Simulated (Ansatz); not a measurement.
The input, for Ansatz 0.2.0:

```yaml
crystal:
  periodic: [false, false, false]
  atoms:
    - {symbol: Al, position_ang: [0.000000, 0.079354, 1.463189]}
    - {symbol: C, position_ang: [0.000000, -0.294284, -2.880514]}
    - {symbol: H, position_ang: [0.000000, 1.382472, -4.843653]}
basis:
  gaussian: {orbitals: 6-31G}
magnetization: {spin_polarized: true, initial_magnetization: 0}
hamiltonian: {xc: {name: PBE}}
correlation: {method: rpa, electrons: outside_noble_gas}
```

```sh
$ ansatz run in.yaml --threads 1 --pin off --events-out ev --progress --plain --max-ram 2393MiB
```

The program prints:

```
297 factors; integrals over basis functions are off by at most 2.1e-4 eV
mean field evaluation 1: about -7627.6407 eV, gradient 1.4e1 eV
mean field evaluation 2: about -7627.6388 eV, gradient 1.4e1 eV
mean field evaluation 4: about -7564.4880 eV, gradient 3.5e1 eV
mean field evaluation 8: about -7569.5217 eV, gradient 3.7e1 eV
mean field evaluation 16: about -7631.5722 eV, gradient 1.8e-2 eV
mean field evaluation 32: about -7632.9109 eV, gradient 2.5e-2 eV
mean field evaluation 64: about -7632.9110 eV, gradient 3.1e-4 eV
mean field evaluation 96: about -7632.9099 eV, gradient 2.4e-1 eV
mean field evaluation 128: about -7632.6910 eV, gradient 8.3e-1 eV
mean field evaluation 160: about -7632.9069 eV, gradient 2.7e-1 eV
mean field evaluation 192: about -7632.9109 eV, gradient 2.2e-2 eV
mean field evaluation 224: about -7632.5652 eV, gradient 1.9e0 eV
mean field evaluation 256: about -7632.9089 eV, gradient 9.0e-2 eV
mean field evaluation 288: about -7632.7798 eV, gradient 2.8e0 eV
mean field evaluation 320: about -7632.8412 eV, gradient 1.7e-3 eV
mean field evaluation 352: about -7574.1096 eV, gradient 3.2e1 eV
mean field -7632.91099409 eV, -280.5043052598 hartree, gradient 6.6e-7 eV, S^2 1.689418; 15 other end points of the search recorded, 0 dependent functions left out
6 core orbitals not correlated: weight in the atoms' cores, before any rotation towards them, 1.000 or more for the frozen orbitals, at most 0.000 for the correlated occupied ones
reference -7618.53709316 eV, -279.9760741435 hartree; 4, 4 occupied and 14, 14 virtual orbitals, 297 factors
Total energy: -7623.93944810 eV, -280.1746070258 hartree
```

Ran on 1 thread of Arm Neoverse V1, shared host: 12 s wall, 0.14 GiB peak host memory.
